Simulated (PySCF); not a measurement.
Cartesian coordinates in Å; atom numbers follow the order of the lines, from 1:
```xyz
12

C     0.328    0.859   -0.569
C     1.030   -0.300    0.166
C    -0.337   -0.684    0.766
C    -1.007    0.117   -0.366
H     0.363    1.780    0.018
H     0.641    1.084   -1.589
H     1.380   -1.059   -0.537
H     1.844   -0.059    0.851
H    -0.578   -1.744    0.862
H    -0.492   -0.203    1.735
H    -1.239   -0.522   -1.221
H    -1.892    0.708   -0.123
```

Geometry: PBE0-D3(BJ)/def2-TZVP; GIAO absolute shieldings from PySCF 2.14, gas phase, non-relativistic, averaged over equivalent atoms.

At wB97X-D/pcSseg-2 (256 basis functions):
```csv
atoms,σ (ppm)
C1/C2/C3/C4,161.4
H5/H6/H7/H8/H9/H10/H11/H12,29.74
```

**Question.** Estimate the result of repeating the calculation with PBE0/pcSseg-2.

**Answer.** 
```
                     atoms  σ at PBE0/pcSseg-2  change
               C1/C2/C3/C4               160.4    -1.0
H5/H6/H7/H8/H9/H10/H11/H12               29.57   -0.17
```

The largest change is at C1/C2/C3/C4 (sp3 CH2 in a ring). Cost: 256 basis functions.
